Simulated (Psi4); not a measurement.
Psi4 input (wB97X-D/6-31G*):

```
memory 1500 MB

molecule {
1 1
N    -0.00063421    0.00096609    0.34015201
C    -0.00079430    1.43277720   -0.10735190
C     1.24176433   -0.71596738   -0.09893236
C    -1.24039234   -0.71768981   -0.10355541
H     0.00121791    1.45064790   -1.19438303
H     0.89006992    1.92223033    0.27736210
H    -0.89376383    1.92099248    0.27403969
H     1.26194830   -0.72952092   -1.18584036
H     1.21818719   -1.73118392    0.28835021
H     2.10904024   -0.18572320    0.28562181
H    -1.25650860   -0.73126855   -1.19053101
H    -2.10982976   -0.18865079    0.27776411
H    -1.21684906   -1.73287366    0.28381492
H    -0.00253901    0.00386768    1.36177551
symmetry c1
no_reorient
no_com
}

set {
  basis 6-31G*
  reference rks
  scf_type pk
  dft_radial_points 99
  dft_spherical_points 590
  e_convergence 1e-8
  d_convergence 1e-7
  maxiter 150
}

e = energy('wb97x-d')
print_out(f'\nFINAL {e:.10f} DIPOLE {variable("CURRENT DIPOLE")[0]:.6f} {variable("CURRENT DIPOLE")[1]:.6f} {variable("CURRENT DIPOLE")[2]:.6f}\n')
```

Predict the final energy.

-174.79909 Eh.
